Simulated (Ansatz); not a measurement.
C3H6N2O. Total charge 0; spin multiplicity 1. The bonds changed during the relaxation, so this is another structure than the one it started from.

Z-matrix (Å, degrees):
```
C
C 1 1.497
H 1 1.091 2 109.2
H 1 1.088 2 110.7 3 -116.7
H 1 1.092 2 111.2 3 120.8
N 2 1.342 1 115.5 3 -100.0
N 2 1.295 1 127.0 3 81.1
H 6 1.006 2 118.5 1 179.5
H 6 1.002 2 121.7 1 -3.1
C 7 1.371 2 120.7 1 -9.5
O 10 1.213 7 127.8 2 -23.9
H 10 1.104 7 111.6 2 158.8
```

(1) List the harmonic frequencies (cm⁻¹, unscaled) at PBE0-D4/def2-TZVP in Ansatz. (An estimate is asked.)

(2) Is this a minimum?

(3) Give the ideal-gas thermochemistry at 298.15 K and 1 bar (rigid rotor, harmonic oscillator; point group C1, symmetry number 1).

Answers

(1) The calculation gave: 73, 160, 224, 271, 285, 449, 454, 544, 673, 820, 844, 1015, 1036, 1051, 1065, 1291, 1390, 1414, 1424, 1456, 1492, 1622, 1667, 1756, 2983, 3069, 3146, 3174, 3622, 3763.

(2) Yes, all 30 modes are real.

(3) Zero-point energy 252.6 kJ/mol; H(298) − E = 273.0 kJ/mol; entropy 337.2 J/(mol·K), of which translation 164.4, rotation 110.4, vibration 62.4; G(298) − E = 172.5 kJ/mol. Modes under 100 cm⁻¹ are hindered rotations or soft bends, so the harmonic entropy is rough.
